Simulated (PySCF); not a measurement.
Computed with PBE-D3(BJ)/def2-TZVP // PBE-D3(BJ)/def2-SVP in PySCF. Gas-phase values, no solvent. 

Reference species (SMILES): `F[Si](F)(F)F` (neutral, multiplicity 1).

```
Item              Result
-------------  ---------
HOMO           -10.57 eV
HOMO–LUMO gap    9.46 eV
LUMO            -1.11 eV
```

Changed species: `CC[Si](F)(F)F` (1 of 4 F replaced by C2H5; the reference has 0 of 4 F replaced by C2H5).

### Question
Predict the effect on the HOMO, HOMO–LUMO gap and LUMO.

### Answer
the HOMO rises by 2.41 eV, to -8.16 eV; the HOMO–LUMO gap decreases by 1.56 eV, to 7.90 eV; the LUMO rises by 0.85 eV, to -0.26 eV.
